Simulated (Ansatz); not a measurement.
PH4, doublet along the distance P1-H2

Starting geometry (PBE0/def2-TZVP stationary point for this spin, not checked as a minimum):

```yaml
atoms:
  - { symbol: P, position_ang: [0.0456, 0.0000, 0.0000] }
  - { symbol: H, position_ang: [0.1616, 0.0000, -1.5147] }
  - { symbol: H, position_ang: [-0.8626, 1.0782, 0.0000] }
  - { symbol: H, position_ang: [-0.8626, -1.0782, 0.0000] }
  - { symbol: H, position_ang: [0.1616, 0.0000, 1.5147] }
```

From there H2 moves along the line of the two atoms named below, all else staying in place; atoms are numbered as listed. Energies are in eV, counted from the starting geometry at the same level. Kohn–Sham curves are unrestricted where that lies lower.

Basis 6-31G; Ansatz 0.2.0. Correlated methods freeze the noble-gas cores.

In so small a basis the reference is far from its limit while semilocal and hybrid functionals are nearer theirs (RPA and double hybrids share much of the reference's basis error), so the functionals' errors here hold much of the reference's basis and frozen-core error, which can add to them or hide them.

Full CI is exact within this basis and frozen core; it isn't the basis-set limit.

```tsv
distance P1-H2 (Å)	full CI	PBE	revPBE	r2SCAN	PBE0	B3LYP	wB97M-V	B2PLYP	PBE-QIDH	RPA-PBE
1.228	1.138	1.125	1.128	1.082	1.071	1.076	1.039	1.068	1.042	1.171
1.373	0.315	0.301	0.303	0.283	0.276	0.283	0.264	0.279	0.265	0.330
1.519	0.000	0.000	0.000	0.000	0.000	0.000	0.000	0.000	0.000	0.000
1.690	-0.110	-0.059	-0.061	-0.056	-0.043	-0.055	-0.036	-0.063	-0.050	-0.114
1.822	-0.138	-0.022	-0.026	-0.031	-0.005	-0.026	0.003	-0.051	-0.037	-0.135
2.054	-0.179	0.074	0.066	0.034	0.072	0.046	0.072	-0.026	-0.026	-0.157
2.390	-0.264	0.162	0.145	0.112	0.123	0.109	0.097	-0.031	-0.059	-0.224
2.864	-0.357	0.187	0.157	0.172	0.124	0.135	0.076	-0.058	-0.111	-0.328
3.359	-0.397	0.185	0.142	0.200	0.116	0.141	0.053	-0.070	-0.133	-0.375
4.046	-0.409	0.187	0.134	0.216	0.115	0.146	0.043	-0.071	-0.139	-0.390
5.159	-0.409	0.194	0.137	0.224	0.120	0.150	0.048	-0.069	-0.137	-0.391
```
